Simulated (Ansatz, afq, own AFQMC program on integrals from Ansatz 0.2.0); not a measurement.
# SiH5O, doublet in cc-pVDZ, levels against CCSDT(Q)

```xyz
7

Si   -0.9804    0.0193    0.0000
H    -1.4753    1.4190    0.0000
H    -1.4753   -0.6806    1.2122
H    -1.4753   -0.6806   -1.2122
H     0.5042    0.0193    0.0000
O     1.8366    0.0193    0.0000
H     2.0884   -0.9207    0.0000
```

Basis cc-pVDZ. Noble-gas cores (and the filled d shells of Ga–Kr and In–Xe) are frozen. AFQMC by an in-house program on the Cholesky factors that Ansatz 0.2.0 writes for its CCSD(T) run. The CISD trial takes its coefficients from CCSD amplitudes. Released means that phaseless walkers are propagated on without the constraint, phases kept. Error bars are statistical, one sigma.

Determinant: UHF, the one that the program's search chose, which needn't be the lowest solution. The geometry is a point of a scan.

No full CI on the walks' own integrals is used here; CCSDT(Q) serves as the reference and is uncertain by about the last step of the cluster series.

* T1 diagnostic: 0.0223
* weight of the determinant in the CISD state: 0.866
* ⟨S²⟩ of the determinant: 0.773
* size of the correlated space: 15 electrons in 51 orbitals

| level | correlation energy (eV) |
| --- | --- |
| MP2 | -7.8861 |
| CCSD | -9.1000 |
| CCSD(T) | -9.2765 |

Task: Estimate where phaseless AFQMC with a CISD trial lies against CCSD(T) on the same integrals.

Result: 1.38 ± 0.15 mEh below CCSD(T).

Reference: CCSDT(Q), correlation energy -9.320 eV. The released energy is read at 1.50 1/Eh (meV from the phaseless value at times in 1/Eh: -6 ± 4 at 0.24, -7 ± 4 at 0.51, -14 ± 4 at 0.99, -14 ± 4 at 1.50).

```json
{"level": "CCSD(T)", "E − E(reference) (mEh)": "1.61", "share of correlation (%)": "99.53"}
{"level": "CCSDT", "E − E(reference) (mEh)": "0.58", "share of correlation (%)": "99.83"}
{"level": "ph-AFQMC/CISD", "E − E(reference) (mEh)": "0.23 ± 0.15", "share of correlation (%)": "99.93"}
{"level": "released AFQMC", "E − E(reference) (mEh)": "-0.28 ± 0.16", "share of correlation (%)": "100.08"}
```

A walk keeps the symmetry of its determinant, which the program's search chose and which needn't be the lowest solution, so a lower state of the same spin and another symmetry isn't excluded. Released energies are given only where the last usable release times agree within the noise; a slower fall can still hide under it.
